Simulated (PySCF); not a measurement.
## State search for LiS⁺

Unrestricted PBE0; basis Li def2-SVP, S def2-SVP; no relativity; PySCF 2.14. Outer shells of the fragments: Li+ closed shells only; S 3s2 3p4.

Followed along the bond (rough minima from three points):

```tsv
2Ms+1	unpaired	⟨S²⟩ at the start	R at minimum (Å)	Te (eV)
3	π ↑↑	2.00	2.52	0.00
1	π ↑↓	1.01	2.51	0.44
3	σ ↑, π ↑	2.00	2.75	0.74
1	σ ↓, π ↑	1.01	2.76	1.16
```

Solutions found at the starting distance of 2.370 Å, counted from the lowest of them; the search is not exhaustive and high or unbound solutions are not listed, so other states can lie among these:

```
2Ms+1    unpaired   term  E (eV)  ⟨S²⟩  ⟨Lz²⟩  μ (D)
    3        π ↑↑    ³Σ⁻    0.00  2.00   0.00  -7.58
    1        π ↑↓  mixed    0.44  1.01   2.02  -7.57
    3    σ ↑, π ↑     ³Π    0.78  2.00   1.01  -7.66
    1    σ ↓, π ↑  mixed    1.21  1.01   1.01  -7.66
    1        none  mixed    1.89  0.00   2.00  -7.51
    3  σ ↑↑, π ↑↓  mixed    8.29  3.01   2.02   1.70
    1  σ ↓↓, π ↑↑  mixed    8.34  2.01   0.00   1.95
    3    σ ↑, π ↑     ³Π    9.36  2.00   1.01   1.74
    1    σ ↓, π ↑  mixed    9.42  1.00   1.01   1.98
    3  σ ↑, π ↑↑↓  mixed    9.45  3.01   3.02   2.23
```

A term symbol is given only where ⟨S²⟩ and ⟨Lz²⟩ are close to those of a pure state; real π, δ and φ orbitals otherwise mix terms. A positive dipole points towards S; it is taken about the centre of mass and depends on that origin.

Counting both spins, an empty level lies below a filled one in some of these solutions, because spin and occupation are held.
